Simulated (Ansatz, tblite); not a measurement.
## How well does each level of theory give the band gap of wurtzite ZnS (high-temperature phase)?

Reference value: 3.91 eV (measured, temperature not stated, no zero-point or thermal correction; as tabulated in Aras and Kılıç (2014), arXiv:1312.4272).

| level (code) | value (eV) | cell (Å³/atom) | difference (eV) |
|---|---|---|---|
| GFN1-xTB (tblite) | 0.00 | 22.48 | -3.91 |
| LDA (Ansatz) | 1.96 (direct) | 19.60 | -1.95 |
| PBE (Ansatz) | 2.22 (direct) | 19.60 | -1.69 |
| RPBE (Ansatz) | 2.39 (direct) | 19.60 | -1.52 |
| PBE-D3(BJ) (Ansatz) | 2.24 (direct) | 19.44 | -1.67 |
| PBE-D4 (Ansatz) | 2.24 (direct) | 19.46 | -1.67 |
| rVV10 (Ansatz) | 1.82 (direct) | 20.30 | -2.09 |
| r²SCAN (Ansatz) | 2.78 (direct) | 19.60 | -1.13 |
| r²SCAN-D4 (Ansatz) | 2.83 (direct) | 19.36 | -1.08 |
| HSE06 (Ansatz) | 3.45 (direct) | 19.60 | -0.46 |
| r²SCANh (Ansatz) | 3.44 (direct) | 19.60 | -0.47 |
| Hartree–Fock (Ansatz) | 10.34 (direct) | 19.60 | +6.43 |

Leaving aside GFN1-xTB (doubt noted below): Once the reference is moved by up to 0.27 eV (a margin picked here for doubts on the reference and the settings, and for temperature and zero-point motion) and values within 0.03 eV count as equal, the nearest can be HSE06 (-0.46 eV) or r²SCANh (-0.47 eV). Among them Hartree–Fock (+6.43 eV) misses by most.

Density-functional gaps are differences of (generalised) Kohn–Sham levels of a static lattice; semilocal ones lie below quasiparticle gaps as a rule. Measured gaps hold zero-point and thermal shifts unless a correction is named. A gap of zero means that the bands touch or overlap; how far they overlap is not shown.  GFN1-xTB, HSE06, r²SCANh, Hartree–Fock: the gap is read on the k mesh or supercell of the run alone and can be too large. GFN1-xTB: the method was fitted mainly to molecules. Values are at the level's own relaxed cell; LDA at the measured cell; PBE at the measured cell; RPBE at the measured cell; r²SCAN at the measured cell; HSE06 at the measured cell; Hartree–Fock at the measured cell. Cutoffs and k meshes differ between the levels. Ansatz's density-functional and Hartree–Fock values are scalar-relativistic unless marked +SOC, with PAW data made under PBE.

Differences are worked out from the printed values.

Ansatz is a program for electronic structure.
